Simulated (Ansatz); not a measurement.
**SiNHCl (quartet): from Hartree-Fock to the top rungs, cc-pVDZ**

Aim: climb from Hartree-Fock through coupled cluster for SiNHCl (quartet) at one geometry and basis, and see what each rung misses.

Program: Ansatz 0.2.0, Gaussian basis. Level of theory: cc-pVDZ, core rule «outside noble gas», up to 11 orbitals frozen. These are calculated values, not measurements.

Plan: UHF; CCSD(T) on ROHF; CCSD(T) on UHF; BCCD(T) on ROHF; CISD; CCSDT(Q) on ROHF; CCSDT(Q) on UHF.

3 further runs of the same task are left out: 3 set aside as unsound or not needed.

### 1 The geometry

The geometry is a PBE0/def2-TZVP stationary point (not a proven minimum).

4 atoms, charge 0, spin multiplicity 4.

Atoms are counted from 1 here; the program's logs count them from 0.

Bond lengths: Cl1–Si2 2.052 Å, Si2–N3 1.827 Å, Si2–H4 1.498 Å. Angles: Cl1–Si2–N3 104.9°, Cl1–Si2–H4 107.1°, N3–Si2–H4 106.6°.

### 2 UHF

Input file in.yaml:

```yaml
crystal:
  periodic: [false, false, false]
  atoms:
    - {symbol: Cl, position_ang: [-0.035512, -0.177529, 1.240568]}
    - {symbol: Si, position_ang: [0.121303, 0.593199, -0.655087]}
    - {symbol: N, position_ang: [-0.076204, -0.845946, -1.763564]}
    - {symbol: H, position_ang: [-1.071984, 1.470895, -0.874762]}
basis:
  gaussian: {orbitals: cc-pVDZ}
magnetization: {spin_polarized: true, initial_magnetization: 3}
hamiltonian: {xc: hf}
output: {orbitals: {seedname: orbitals}}
```

Launch:

```sh
$ ansatz run in.yaml --threads 1 --pin off --events-out ev --progress --plain --max-ram 4096MiB --backend cpu
```

Further steps of the session: CCSD(T) on ROHF; CCSD(T) on UHF; BCCD(T) on ROHF; CISD; CCSDT(Q) on ROHF; CCSDT(Q) on UHF.

Q: Predict the results of all the runs planned. Wanted: UCCSDT(Q) below the RHF energy; RMP2 from UCCSDT(Q); UMP2 from UCCSDT(Q); RCCSD from UCCSDT(Q); RCCSD(T) from UCCSDT(Q); UCCSD(T) from UCCSDT(Q); RCCSDT(Q) from UCCSDT(Q); T1 diagnostic.

The runs gave:

| quantity | value |
| --- | --- |
| UCCSDT(Q) below the RHF energy | -9.8091 eV |
| RMP2 from UCCSDT(Q) | +136.2 kJ/mol |
| UMP2 from UCCSDT(Q) | +135.9 kJ/mol |
| RCCSD from UCCSDT(Q) | +26.7 kJ/mol |
| RCCSD(T) from UCCSDT(Q) | +5.3 kJ/mol |
| UCCSD(T) from UCCSDT(Q) | +5.2 kJ/mol |
| RCCSDT(Q) from UCCSDT(Q) | +0.3 kJ/mol |
| levels within 1 kcal/mol (43 meV) | RCCSDT, UCCSDT, RCCSDT(Q) |
| T1 diagnostic | 0.023 |

In words: RCCSD(T) lands +5.3 kJ/mol from the yardstick (0.6 % of the correlation energy). These misses are within one basis, not against nature; the frozen cores of restricted and unrestricted runs differ, which can shift their rows.
